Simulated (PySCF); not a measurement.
# Molecular orbitals of SiC⁻

PBE0 at R = 1.683 Å; Si aug-cc-pV(D+d)Z, C aug-cc-pVDZ; no relativity (PySCF 2.14). State: ²Σ⁺ (doublet), unpaired electrons σ ↑. Only the outer orbitals are listed, counted within each symmetry.

```tsv
spin	orbital	occ.	ε (eV)	on Si (%)	main shells (%)
α	5σ	1	-11.53	34	64 C s, 26 Si s
α	6σ	1	-4.66	55	52 Si s, 24 C p, 21 C s
α	7σ	1	-1.56	55	37 C p, 36 Si p, 17 Si s
α	2π	1	-0.81	35	65 C p, 33 Si p
α	2π	1	-0.81	35	65 C p, 33 Si p
α	3π	0	3.77	109	106 Si p
α	3π	0	3.77	109	106 Si p
β	5σ	1	-10.24	42	54 C s, 35 Si s
β	6σ	1	-3.41	76	56 Si s, 20 C s, 19 Si p
β	2π	1	-0.34	55	53 Si p, 45 C p
β	2π	1	-0.34	55	53 Si p, 45 C p
β	7σ	0	2.31	55	49 C p, 37 Si s, 17 Si p
```

Question: Which are the highest filled and the lowest empty level, where do they sit, and how wide is the gap?

Answer: Highest filled β 2π at -0.34 eV (in %: 53 Si p, 45 C p); lowest empty β 7σ at 2.31 eV (in %: 49 C p, 37 Si s, 17 Si p); the gap at PBE0 is 2.65 eV. An empty level above zero is unbound, and its energy depends on the basis.

The bond order (Mayer) is 2.66. The ⟨S²⟩ is 0.826, the charge on Si (Mulliken, basis-dependent) is -0.42 and the charge on Si (Löwdin, basis-dependent) is -0.04. The dipole moment (positive dipole points towards C; it is taken about the centre of mass and depends on that origin) is -1.89 D and the polarisability along the bond is 99.6 bohr³. The polarisability across the bond is 100.1 bohr³.

Shares are Mulliken populations and can fall outside 0 to 100 %.

The state was picked by a PBE0 search and need not be the measured ground state.
